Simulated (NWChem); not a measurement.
# propyne (C3H4) in NWChem

SMILES: C#CC
```xyz
7

C      1.2234    -0.1960     0.0000
C     -0.2116     0.0353     0.0000
C     -1.4074     0.2252     0.0000
H      1.4491    -1.2737     0.0000
H      1.6966     0.2476     0.8898
H      1.6966     0.2476    -0.8898
H     -2.4686     0.3908     0.0000
```
Charge 0, spin multiplicity 1.

The numbers come from NWChem runs, not from measurements. All single points use one geometry, from PBE0/def2-SVP, a minimum by its harmonic frequencies.

Symmetry labels belong to the abelian group Cs used in the runs, with the axes of the coordinates shown; states degenerate in a higher group split over its labels.

B3LYP has NWChem's definition, with VWN1-RPA local correlation. The Pople sets run with spherical d functions.

Question: List the lowest 3 singlet excitations that TD-B3LYP/6-31+G* (spherical d), VWN1-RPA local correlation gives, with oscillator strengths.

Answer: 
```csv
state,symmetry,energy (eV),wavelength (nm),f
1,a",6.51,190,0.000
2,a",6.67,186,0.002
3,a',6.67,186,0.001
```
